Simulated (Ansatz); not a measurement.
# Structure relaxation of K2LiCrF6

Method: DFT PBEsol, scalar-relativistic, plane waves, PAW in Ansatz. Cutoff 420 eV, Γ-centred k mesh, Gaussian smearing, collinear spin, first started from parallel moments.

The start is a database structure of K2LiCrF6, space group Fm-3m (No. 225).

```
K Li Cr F
1.0
     0.00000    4.05821    4.05821
     4.05821    0.00000    4.05821
     4.05821    4.05821    0.00000
K Li Cr F
2 1 1 6
Direct
  0.25000 0.25000 0.25000
  0.75000 0.75000 0.75000
  0.50000 0.50000 0.50000
  0.00000 0.00000 0.00000
  0.75909 0.24091 0.24091
  0.24091 0.75909 0.75909
  0.24091 0.75909 0.24091
  0.75909 0.24091 0.75909
  0.24091 0.24091 0.75909
  0.75909 0.75909 0.24091
```

Steps on the 4×4×4 mesh (10 atoms). 4 of 4 steps are shown, and the free energy counts from the last. Trial steps that were taken back and renewals of the plane-wave basis can be among the rows.

```csv
step,ΔF (meV/atom),V (Å³/atom),P (GPa),largest force component (eV/Å)
1,13.7,13.37,-4.71,0.565
2,0.6,12.85,-1.76,0.230
3,-2.1,12.58,0.17,0.019
4,0.0,12.58,-0.19,0.019
```

A final relaxation ran on a 6×6×6 mesh. The relaxed crystal, Fm-3m (No. 225):

```
K Li Cr F
1.0
     0.00000    3.97112    3.97112
     3.97112    0.00000    3.97112
     3.97112    3.97112    0.00000
K Li Cr F
2 1 1 6
Direct
  0.25000 0.25000 0.25000
  0.75000 0.75000 0.75000
  0.50000 0.50000 0.50000
  0.00000 0.00000 0.00000
  0.75951 0.24049 0.24049
  0.24049 0.75951 0.75951
  0.24049 0.75951 0.24049
  0.75951 0.24049 0.75951
  0.24049 0.24049 0.75951
  0.75951 0.75951 0.24049
```

| Item | Value |
| --- | --- |
| Volume per atom | 12.52 Å³ |
| Density | 3.33 g/cm³ |
| Energy over the elements | -2.861 eV/atom |
| Gap on the 6×6×6 mesh | 2.23 eV |
| Net moment per atom | 0.30 μB |
| Largest site moment | 2.33 μB |

The zero of energy is the elements' standard structures at the same level (F₂ as a molecule); no fitted shifts are applied.

The final run used a 6×6×6 mesh on its 10-atom cell and 0.02 eV smearing.

A structure relaxed within its symmetry needn't be a true minimum.

Cost: 3 runs of about 1.8 core-minutes in all, on Arm Neoverse V2 (shared hosts).